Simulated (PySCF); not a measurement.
Bond curve of CH⁺

Set-up: basis H 6-31G(d,p), C 6-31G(d,p); no relativity; PySCF 2.14. Energies in eV from H + C⁺ in their ground configurations at the same level. State: ¹Σ⁺ (singlet), closed shell.

| R (Å) | LDA | CAM-B3LYP |
| --- | --- | --- |
| 0.980 | -4.059 | -3.725 |
| 1.025 | -4.351 | -3.984 |
| 1.071 | -4.532 | -4.133 |
| 1.105 | -4.611 | -4.187 |
| 1.139 | -4.650 | -4.203 |
| 1.173 | -4.657 | -4.186 |
| 1.219 | -4.625 | -4.122 |
| 1.276 | -4.534 | -3.993 |
| 1.344 | -4.374 | -3.788 |
| 1.435 | -4.103 | -3.458 |

**Question.** Put a parabola through the three lowest points of the LDA curve and estimate Re, k and ωe (reduced mass 0.9297 u; 1 eV/Å² = 0.16022 mdyn/Å; ωe = 1302.8·√(k/μ) cm⁻¹).

**Answer.** Through R = 1.139, 1.173, 1.219 Å the second-order coefficient is 11.3 eV/Å², so Re ≈ 1.165 Å, k ≈ 3.61 mdyn/Å and ωe ≈ 2568 cm⁻¹. A polynomial fit of higher order to the unrounded LDA energies gives Re = 1.164 Å, k = 3.87 mdyn/Å, ωe = 2658 cm⁻¹; anharmonicity and rounding make the difference.

The higher-order fit for each curve: LDA: Re = 1.164 Å, ωe = 2658 cm⁻¹, De = 4.66 eV; CAM-B3LYP: Re = 1.137 Å, ωe = 2862 cm⁻¹, De = 4.20 eV.

For an ion De counts to the pair picked by the measured ionisation energies or electron affinities, which need not be the lowest pair at this level.
